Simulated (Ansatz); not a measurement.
# CH5BO: small, medium and large basis sets

The task here is to estimate one member of a computed series from the others.

Program: Ansatz 0.2.0, Gaussian basis. Level of theory: one geometry, several basis sets. These are calculated values, not measurements.

The runs, in order: PBE0-D4/def2-SVP; ωB97M-V/def2-SVP; PBE0-D4/def2-QZVPP; ωB97M-V/def2-QZVPP; the functionals' def2-TZVPP values are taken from earlier runs.

**The geometry**

All runs share one geometry, relaxed beforehand with PBE0-D4 in a triple-zeta def2 set.

8 atoms, charge 0, spin multiplicity 1.

Atoms are counted from 1 here; the program's logs count them from 0.

Bond lengths: B1–C2 1.551 Å, B1–H4 1.194 Å, B1–H5 1.199 Å, C2–O3 1.498 Å, C2–H6 1.086 Å, C2–H7 1.085 Å, O3–H8 0.963 Å. Angles: C2–B1–H4 120.0°, C2–B1–H5 118.4°, H4–B1–H5 120.9°, B1–C2–O3 66.6°, B1–C2–H6 122.7°, B1–C2–H7 122.4°, O3–C2–H6 111.1°, O3–C2–H7 107.4°, H6–C2–H7 112.9°, C2–O3–H8 108.9°.

The first run:

in.yaml reads:

```yaml
crystal:
  periodic: [false, false, false]
  atoms:
    - {symbol: B, position_ang: [-0.513745, 0.302488, -0.663666]}
    - {symbol: C, position_ang: [0.596617, 0.351170, 0.418547]}
    - {symbol: O, position_ang: [0.228310, -1.042019, 0.007726]}
    - {symbol: H, position_ang: [-0.224461, 0.381965, -1.819190]}
    - {symbol: H, position_ang: [-1.658071, 0.351807, -0.309892]}
    - {symbol: H, position_ang: [0.383828, 0.517622, 1.470816]}
    - {symbol: H, position_ang: [1.642989, 0.496275, 0.171740]}
    - {symbol: H, position_ang: [-0.363367, -1.416507, 0.668220]}
basis:
  gaussian: {orbitals: def2-SVP}
hamiltonian: {xc: pbe0, dispersion: d4}
output: {orbitals: {seedname: orbitals}}
```

Run with:

```
ansatz run in.yaml --threads 2 --pin off --events-out ev --progress --plain --max-ram 4352MiB
```

Among the steps run: PBE0-D4 in def2-SVP; ωB97M-V in def2-SVP; PBE0-D4 in def2-QZVPP; ωB97M-V in def2-QZVPP.

One of the session's tables, all rows but one given; the rest of the session is left out.

| functional | basis | HOMO (eV) | LUMO (eV) |
| --- | --- | --- | --- |
| PBE0-D4 | def2-SVP | -8.27 | 0.66 |
| PBE0-D4 | def2-TZVPP | -8.33 | 0.11 |
| PBE0-D4 | def2-QZVPP | -8.35 | -0.16 |
| ωB97M-V | def2-SVP | -10.63 | 2.46 |
| ωB97M-V | def2-TZVPP | ? | ? |
| ωB97M-V | def2-QZVPP | -10.72 | 1.12 |

**Question.** Estimate the row for ωB97M-V, def2-TZVPP.

As computed: HOMO (eV): -10.71; LUMO (eV): 1.66. In the column «HOMO (eV)» it lies between ωB97M-V, def2-QZVPP (-10.72) and ωB97M-V, def2-SVP (-10.63).
